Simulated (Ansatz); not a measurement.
**AlSi (quartet): wave-function methods side by side at distance Si1–Al2 = 6.532 Å, cc-pVTZ**

Aim: climb from Hartree-Fock through coupled cluster and multireference methods for AlSi (quartet) at one geometry and basis, and see what each rung misses.

Computed with Ansatz 0.2.0, Gaussian basis. Level: cc-pVTZ, core rule «outside noble gas», up to 10 orbitals frozen.

Plan: UHF; CCSD(T) on ROHF; CCSD(T) on UHF; BCCD(T) on ROHF; CISD; CCSDT(Q) on ROHF; CCSDT(Q) on UHF; CASSCF and MRCISD+Q, 5 electrons in 5 orbitals; CASSCF and NEVPT2, 5 electrons in 5 orbitals; CASSCF and MRCISD+Q, 7 electrons in 8 orbitals; CASSCF and NEVPT2, 7 electrons in 8 orbitals.

13 further runs of the same task are left out: 1 for a mislabelled method, 9 that didn't finish, 3 set aside as unsound or not needed.

### 1 What is computed

The geometry derives from a PBE0/def2-TZVP stationary point (not a proven minimum). One bond is set to the value named and the two fragments are kept rigid.

2 atoms, charge 0, spin multiplicity 4.

Atoms are counted from 1 here; the program's logs count them from 0.

No contacts short enough for the rule that draws bonds.

### 2 UHF

Contents of in.yaml:

```yaml
crystal:
  periodic: [false, false, false]
  atoms:
    - {symbol: Si, position_ang: [0.000000, 0.000000, 0.000000]}
    - {symbol: Al, position_ang: [0.000000, 0.000000, 6.532000]}
basis:
  gaussian: {orbitals: cc-pVTZ}
magnetization: {spin_polarized: true, initial_magnetization: 3}
hamiltonian: {xc: hf}
output: {orbitals: {seedname: orbitals}}
```

Launch:

```sh
ansatz run in.yaml --threads 1 --pin off --events-out ev --progress --plain --max-ram 2393MiB
```

The runs that follow: CCSD(T) on ROHF; CCSD(T) on UHF; BCCD(T) on ROHF; CISD; CCSDT(Q) on ROHF; CCSDT(Q) on UHF; CASSCF and MRCISD+Q, 5 electrons in 5 orbitals; CASSCF and NEVPT2, 5 electrons in 5 orbitals; CASSCF and MRCISD+Q, 7 electrons in 8 orbitals; CASSCF and NEVPT2, 7 electrons in 8 orbitals.

**Question.** What will the summary of the whole plan be? Wanted: UCCSDT(Q) below the RHF energy; RMP2 from UCCSDT(Q); UMP2 from UCCSDT(Q); RCCSD from UCCSDT(Q); RCCSD(T) from UCCSDT(Q); UCCSD(T) from UCCSDT(Q); RCCSDT(Q) from UCCSDT(Q); NEVPT2 pair from UCCSDT(Q); NEVPT2 valence from UCCSDT(Q).

**Answer**, as computed:

| quantity | value |
| --- | --- |
| UCCSDT(Q) below the RHF energy | -3.7651 eV |
| RMP2 from UCCSDT(Q) | +99.5 kJ/mol |
| UMP2 from UCCSDT(Q) | +100.2 kJ/mol |
| RCCSD from UCCSDT(Q) | +14.0 kJ/mol |
| RCCSD(T) from UCCSDT(Q) | +3.6 kJ/mol |
| UCCSD(T) from UCCSDT(Q) | +3.4 kJ/mol |
| RCCSDT(Q) from UCCSDT(Q) | +0.2 kJ/mol |
| NEVPT2 pair from UCCSDT(Q) | +95.5 kJ/mol |
| NEVPT2 valence from UCCSDT(Q) | +82.1 kJ/mol |
| MRCISD+Q valence from UCCSDT(Q) | +4.6 kJ/mol |
| levels within 1 kcal/mol (43 meV) | RCCSD(T), UCCSD(T), BCCD(T), RCCSDT, UCCSDT, RCCSDT(Q) |
| T1 diagnostic | 0.026 |
| effectively unpaired electrons | 3.06 |

In words: RCCSD(T) misses by +3.6 kJ/mol, 1.0 % of the correlation energy. One determinant dominates. Of the multireference levels listed MRCISD+Q valence comes nearest in total energy (+4.6 kJ/mol), which doesn't show that its space is the better one. These misses are within one basis, not against nature; the frozen cores of restricted and unrestricted runs differ, which can shift their rows.
